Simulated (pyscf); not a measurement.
Thermochemistry of product channels of `[Cl][Mo]([Cl])([Cl])[Cl]` [triplet] + `[H]` [doublet] on the doublet surface, in kcal/mol, from ωB97M-D3(BJ)/def2-TZVP energies (ideal gas, 1 atm, RRHO with modes under 100 cm⁻¹ raised to 100, one conformer, R ln 2 for chiral ones without a mode under 150 cm⁻¹). Structures and frequencies: ωB97X-D3(BJ)/def2-SVP in PySCF.

```tsv
products	ΔE	ΔH(298 K)	ΔG(900 K)	ΔG(1200 K)
`[Cl][MoH]([Cl])([Cl])[Cl]` [doublet]	___	-28.8	-6.5	___
`[Cl][MoH]([Cl])[Cl]` [triplet] + `[Cl]` [doublet]	+17.6	+20.3	+16.2	+15.3
```

### Question
Some entries are withheld; supply them.

### Answer

- `[Cl][MoH]([Cl])([Cl])[Cl]` [doublet], ΔE: -32.8
- `[Cl][MoH]([Cl])([Cl])[Cl]` [doublet], ΔG(1200 K): +1.3

These are energies of the channels, which say nothing of barriers. Left out: orbital degeneracy and the spin-orbit lowering of Cl. Open-shell species with a d-block atom are single-reference here; other states, and whether the spin sits on metal or ligand, were not checked. Elements past Kr carry the def2 core potentials, without spin-orbit coupling.
